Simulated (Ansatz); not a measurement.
Species: cyclopropane, C3H6, charge 0, multiplicity 1. SMILES: C1CC1
Geometry: optimised at B3LYP-D3(BJ)/def2-TZVP (Ansatz, a quantum-chemistry and plane-wave program).

Quantity: enthalpy of formation at 298 K, in kcal/mol. Set-up: LANL2DZ all-electron up to Ne; spin-orbit terms left out; 6-31G* and kin with 6d, 5d where marked; frozen cores in correlated levels; no dispersion term unless named; 6-311+G** with 5d; UHF or UKS for open shells; non-relativistic. Basis-set limits of correlation are two-point, X^-3; Hartree-Fock from the larger set. The bracket is a focal-point correction in the basis named. First-principles rows: single points at B3LYP-D3(BJ) geometries (Ansatz), with unscaled harmonic terms from B3LYP/6-31G* at its own minima, enthalpies of formation by atomisation with measured atoms.

Measured values: Active Thermochemical Tables 1.112 (ions: stationary electron), as tabulated in the package chemicals; they hold spin-orbit and core effects, anharmonicity. 

Value to compare with, the measured value: 12.8 kcal/mol.

| level | program | enthalpy of formation at 298 K (kcal/mol) | error |
|---|---|---|---|
| PBE/STO-3G | Ansatz | -174.7 | -187.5 |
| PBE/3-21G | Ansatz | 5.0 | -7.8 |
| PBE/LANL2DZ | Ansatz | 14.6 | 1.8 |
| PBE/6-31G* | Ansatz | -4.1 | -16.9 |
| PBE/def2-SVP | Ansatz | -7.1 | -19.9 |
| PBE/6-311+G** | Ansatz | 2.6 | -10.2 |
| PBE/def2-TZVPD | Ansatz | -0.7 | -13.5 |
| RI-MP2/CBS(aug-cc-pVTZ,aug-cc-pVQZ)+[CCSD(T)-MP2]/aug-cc-pVTZ | Ansatz | 14.6 | 1.8 |

Among the 6 habitual levels, PBE/STO-3G lies farthest from the measured value (-187.5 kcal/mol) and PBE/LANL2DZ nearest (1.8); 1 of 6 lie above it, and their mean absolute error is 40.7 kcal/mol, the median 13.5. One case shows no general order.

The sets are all those run for this method; runs whose electronic state is in doubt are left out.
